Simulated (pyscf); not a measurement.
Structures and frequencies: ωB97X-D3(BJ)/def2-SVP in PySCF.

Problem. H₂N–SiH₂–SiH(SiH₃)–SiH₃ (SMILES N[SiH2][SiH]([SiH3])[SiH3]) + H₂ (SMILES [H][H]) → H₃Si–SiH(SiH₃)–SiH₃ (SMILES [SiH3][SiH]([SiH3])[SiH3]) + NH₃ (SMILES N)
Surface: singlet. Broken: N–Si, H–H. Formed: H–Si, H–N. Give ΔE‡ and ΔE from r²SCAN/def2-TZVP, relative to the separated reactants.

Solution. ΔE‡ = 1.93 eV, ΔE = +0.19 eV. ωB97M-D3(BJ)/def2-TZVP gives 2.05 eV and +0.19 eV. Zero-point energy shifts the barrier by +0.10 eV. It is a four-centre exchange, with an imaginary mode of 1467i cm⁻¹. On the product side the descent ends in a complex (not fully relaxed), 0.21 eV under the separated species and 2.09 eV under the saddle at ωB97X-D3(BJ)/def2-TZVP. At the saddle there is also a short H–Si contact that neither side keeps. H₂N–SiH₂–SiH(SiH₃)–SiH₃ lies 0.41 eV over its isomer H₃Si–NH–SiH(SiH₃)–SiH₃ (electronic energy, ωB97M-D3(BJ)/def2-TZVP). One saddle was located; it need not be the lowest between these sides.
